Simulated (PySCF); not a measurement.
CN, SMILES [C]#N (connectivity only; charge and spin as stated), charge -1, multiplicity 1.

The structure is a stationary point at PBE0-D3(BJ)/def2-TZVPD.

The numbers are results of PBE0/def2-TZVPD (PySCF), not measurements.

The molecule is in vacuum.

```yaml
total_energy: -92.77578 hartree
point_group: C∞v
highest_occupied_level: -1.33 eV
lowest_empty_level: 5.90 eV
orbital_gap: 7.23 eV
dipole_moment_about_the_centre_of_nuclear_charge: 0.65 D
mean_static_polarisability: 27.0 bohr³ (3.99 Å³)
polarisability_principal_values: 23.4, 23.4, 34.1 bohr³
```
